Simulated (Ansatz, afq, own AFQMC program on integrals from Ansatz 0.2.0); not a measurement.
Integrals from Ansatz 0.2.0, then the random walk in our own AFQMC program (afq).

```yaml
crystal:
  periodic: [false, false, false]
  atoms:
    - {symbol: Si, position_ang: [0.009549, 0.000000, 0.596251]}
    - {symbol: B, position_ang: [0.082879, 0.000000, -1.220343]}
    - {symbol: H, position_ang: [-0.655529, -0.941243, -0.672172]}
    - {symbol: H, position_ang: [-0.655531, 0.941242, -0.672172]}
    - {symbol: H, position_ang: [0.156043, 0.000000, -2.180559]}
basis:
  gaussian: {orbitals: cc-pVDZ}
magnetization: {spin_polarized: false}
correlation: {method: ccsd_t, electrons: outside_noble_gas, hamiltonian_folder: ham}
```

```sh
$ ansatz run in.yaml --threads 1 --pin off --events-out ev --progress --plain --max-ram 1382MiB
```

afq runs on the folder ham with

```
--method phaseless --trial cisd --walkers 60 --populations 1 --least-time 40 --time-step 0.005 --steps-per-block 50 --equilibration-blocks 28 --max-blocks 300 --target-error 0.00038 --factor-cut 1e-05 --seed 7057 --release-times 0.24,0.51,0.99,1.62,2.4 --release-step 0.03 --release-every 4 --taylor-order 6
```

Times are imaginary, in 1/Eh. The walk had a cap of 656 s.

afq prints:

```
orbitals 41  electrons 5 5  factors 331 of 444
reference energy -315.23058214 Eh
CCSD correlation -0.22210856 Eh in 10 cycles, weight of the determinant in the CISD state 0.8717
energy of the start -315.452691 Eh
 block  time / (1/Eh)  mean weight  energy / Eh
     1     0.250  0.9985  -315.449507
     2     0.500  1.0026  -315.451136
     3     0.750  0.9967  -315.453968
     4     1.000  0.9986  -315.456013
     5     1.250  1.0000  -315.457666
     8     2.000  0.9996  -315.459431
    13     3.250  0.9988  -315.465072
    25     6.250  1.0008  -315.459491
    37     9.250  0.9999  -315.465650
    49    12.250  1.0001  -315.460183
    53    13.250  0.9994  -315.457556
    61    15.250  1.0032  -315.463208
    73    18.250  0.9985  -315.466721
    85    21.250  1.0000  -315.461572
    97    24.250  0.9981  -315.457712
   109    27.250  1.0017  -315.460718
   121    30.250  1.0011  -315.462262
   133    33.250  1.0016  -315.458570
   145    36.250  0.9997  -315.462427
   149    37.250  1.0013  -315.474811
   157    39.250  0.9996  -315.460917
   169    42.250  1.0010  -315.465826
   181    45.250  0.9990  -315.462357
   185    46.250  1.0023  -315.464658
blocks merged  error / Eh  count
     1  0.000264  160
     2  0.000297  80
     4  0.000306  40
     8  0.000322  20
    16  0.000327  10
released: time / (1/Eh)  energy / Eh  error  mean overlap
  0.24  -315.461915  0.000610  1.0063
  0.51  -315.461806  0.000482  1.0040
  0.99  -315.462708  0.000561  0.9872
  1.62  -315.462867  0.000483  0.9925
  2.40  -315.462595  0.000544  0.9874
energy -315.461831 +/- 0.000322 Eh
(rows thinned)
```

The run passed its tests (sampling time, drift between the halves within three errors, error under three times the target), which doesn't prove that it has relaxed.

Against this walk (error 8.8 meV) on the same determinant: CCSD(T) 24.8 meV higher, CCSDT(Q) 17.4 meV lower (within the noise). The error is statistical and leaves out the bias of the constraint. Released to 2.40 1/Eh the energy moves by -21 ± 17 meV (both errors), within twice the noise.

Cautions: constraint bias not in the error.

The walk took 2.5 min on 1 thread of Arm Neoverse V1 (shared host). The log's last line is the phaseless energy.

CCSDT and higher add their correlation energy to the determinant of the CCSD(T) run, since their own runs factorise the integrals more tightly (a shift of under 2 meV). A walk keeps the symmetry of its determinant, which the program's search chose and which needn't be the lowest solution, so a lower state of the same spin and another symmetry isn't excluded.
